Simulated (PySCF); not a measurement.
Geometry:
```
atom   x (Å)   y (Å)   z (Å)
  C1   2.129  -1.303  -0.558
  C2   1.414  -0.498  -0.025
  C3   0.548   0.426   0.612
  C4   0.912   1.692   0.793
  C5  -0.787  -0.124   1.037
  C6  -1.636  -0.497  -0.177
  H7   2.766  -1.995  -1.022
  H8   0.260   2.400   1.276
  H9   1.871   2.058   0.467
 H10  -1.309   0.621   1.639
 H11  -0.629  -1.015   1.651
 H12  -1.126  -1.246  -0.780
 H13  -1.817   0.379  -0.797
 H14  -2.595  -0.900   0.142
```

Geometry: GFN2-xTB; GIAO absolute shieldings from PySCF 2.14, gas phase, non-relativistic, averaged over equivalent atoms.

At PBE0/6-31G-J (104 basis functions, about 28 core-seconds):
```tsv
atoms	σ (ppm)
C3	54.8
C4	62.5
C2	108.3
C1	108.6
C5	158.3
C6	176.5
H9	27.19
H8	27.29
H7	30.31
H10/H11	30.70
H12/H13/H14	31.66
```

Estimate the result of repeating the calculation with KT3/pcSseg-1.

Answers


```
      atoms  σ at KT3/pcSseg-1  change
         C3               55.2    +0.4
         C4               66.4    +3.9
         C2              104.1    -4.2
         C1              108.1    -0.5
         C5              146.9   -11.4
         C6              166.5   -10.0
         H9              26.20   -0.99
         H8              26.28   -1.01
         H7              29.03   -1.28
    H10/H11              29.48   -1.22
H12/H13/H14              30.53   -1.13
```

The largest change is at C5 (allylic sp3 CH2). Cost: 142 basis functions, of the order of 50 core-seconds. The order of the carbon signals is the same at both levels.
